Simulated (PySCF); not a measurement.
**Working out the ionisation energy of Al**

Al [Ne] 3s2 3p1 (2P) → Al⁺ [Ne] 3s2 (1S). Computed with PySCF 2.14 in x2c-SVPall (4s3p1d, 18 functions), with the spin-free X2C one-electron Hamiltonian (Gaussian nucleus). Frozen: [Ne]. Energies in hartree (1 hartree = 27.21139 eV):

| part | Al (lower) | Al⁺ (upper) |
| --- | --- | --- |
| UHF | -242.218958 | -242.015075 |
| CCSD correlation | -0.043516 | -0.038082 |
| (T) | -0.000576 | 0.000000 |

**Question.** What does Hartree-Fock give?

**Answer.** (-242.015075) − (-242.218958) = 0.203883 hartree = 5.548 eV.

**Question.** What do CCSD and CCSD(T) give?

**Answer.** The CCSD correlation energies differ by 0.005434 hartree = 0.148 eV and the triples by 0.000576 hartree = 0.016 eV, so CCSD gives 5.696 eV and CCSD(T) 5.712 eV.

Measured between the centres of the two terms (NIST): 5.977 eV, so CCSD(T) (valence) is off by -0.265 eV.

A double-zeta basis recovers only part of the correlation energy.

What remains against the reference includes basis incompleteness, the frozen core and higher excitations.
